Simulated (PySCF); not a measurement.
Gas-phase reaction: CO2 → CO + O

Computed with PySCF (xtb for GFN2) and rigid-rotor harmonic-oscillator thermochemistry at 1 bar. The comparison is the NASA 1993 polynomial table, which mixes measured and estimated data. † marks an energy on the PBE0/def2-TZVP geometry and frequencies; other levels use their own. 6-31G* has spherical d functions here. Open shells (unrestricted): O (multiplicity 3, electronic degeneracy 9); the rest are closed-shell singlets. GFN2 has no spin-polarisation term. Spin-orbit splitting is ignored; it lowers the true energy and changes the entropy of O. The harmonic model lacks anharmonicity and excited electronic states, which grow with temperature; levels with a mode under 35 cm⁻¹ are left out.

```tsv
level	ΔH°(298 K), kJ	minus table	ΔG°(1000 K), kJ
table	532.1	-	383.3
BLYP/def2-TZVP†	564.8	32.7	415.1
GFN2-xTB	1087.5	555.4	939.1
HF/6-31G*	283.1	-249.0	132.3
LDA/def2-TZVP†	716.9	184.8	567.2
ωB97M-V/def2-TZVP†	532.4	0.3	382.7
```
